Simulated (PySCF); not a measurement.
Compound: thio-thionyl fluoride, S2F2.
Geometry (PBE0-D3(BJ)/def2-SVP, Å), atoms numbered from 1 in this order:
```xyz
4
S2F2 angstrom
F      1.409   -0.145   -0.467
S      0.128    0.002    0.534
F     -0.345    1.385   -0.191
S     -1.109   -1.334    0.094
```

Method: delta-SCF UKS SCAN, pcX-2 on the ionised atom, pcseg-1 elsewhere, spin-free X2C (PySCF 2.14.0). The ground state was rerun for each ionised atom, in the same mixed basis as its hole state.

| ionised atom | basis functions | E(ground) (Eh) | binding energy (eV) |
| --- | --- | --- | --- |
| F1 | 95 | -998.14953 | 692.973 |
| S2 | 106 | -998.26002 | 2483.332 |
| S4 | 106 | -998.23550 | 2478.030 |

Question: Fill in the total energy of each core-ionised state.

Answer: With binding energy = E(ionised) − E(ground) and 27.2114 eV a hartree:

```json
{"atom": "F1", "binding energy (Eh)": "25.4663", "E(ionised) (Eh)": "-972.6832"}
{"atom": "S2", "binding energy (Eh)": "91.2608", "E(ionised) (Eh)": "-906.9993"}
{"atom": "S4", "binding energy (Eh)": "91.0659", "E(ionised) (Eh)": "-907.1696"}
```

Question: How much do the ground-state energies differ, and what would follow from using one of them for all holes?

Answer: They run from -998.2600 Eh (core basis on S2) to -998.1495 Eh (on F1), 0.1105 Eh or 3.01 eV apart, though the state is the same; only basis and grid differ. Pairing the ion of F1 with the ground state of S2 would put its binding energy 3.01 eV too high.

The listed S 1s values span 5.30 eV, from S4 (bonded to S (double bond)) to S2 (bonded to 2 F and S (double bond)). Summing the Pauling electronegativity differences to the bonded atoms, each weighted by its formal bond order, gives 0.00 for the lowest site and +2.80 for the highest.

Only 1s holes are shown. Atoms equivalent by their bonding share one computed value, that of the first of them. Geometry: PBE0-D3(BJ)/def2-SVP; no solvent, vibrations or thermal averaging.

On one thread of an AMD EPYC 9R14, on a shared host, this took 7.5 s and 0.46 GiB of memory at its peak.
